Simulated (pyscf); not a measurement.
Thermochemistry of product channels of H₃C–SiH: (SMILES C[SiH]) [singlet] on the singlet surface, in kcal/mol, from ωB97M-D3(BJ)/def2-TZVP energies (ideal gas, 1 atm, RRHO with modes under 100 cm⁻¹ raised to 100, one conformer, R ln 2 for rigid chiral ones). Structures and frequencies: ωB97X-D3(BJ)/def2-SVP in PySCF.

| products | ΔE | ΔH(298 K) | ΔG(298 K) | ΔG(900 K) |
|---|---|---|---|---|
| H₂C=Si: (SMILES C=[Si]) [singlet] + H₂ (SMILES [H][H]) | … | +29.4 | +21.8 | +5.5 |
| :HC–SiH₃ (SMILES [CH][SiH3]) [singlet] | +67.7 | +63.3 | +63.0 | +61.7 |

Fill in the missing entries.


- H₂C=Si: (SMILES C=[Si]) [singlet] + H₂ (SMILES [H][H]), ΔE: +33.9

The channel to H₂C=Si: [singlet] + H₂ turns favourable between 298 and 1200 K (ΔG from +21.8 kcal/mol to -2.8 kcal/mol).

These are energies of the channels, which say nothing of barriers. :HC–SiH₃ [singlet] is an excited spin state, 18.4 kcal/mol over the triplet at ωB97X-D3(BJ). A restricted singlet here is unstable towards spin polarisation, as is usual where a triplet lies low; its energy is less safe.
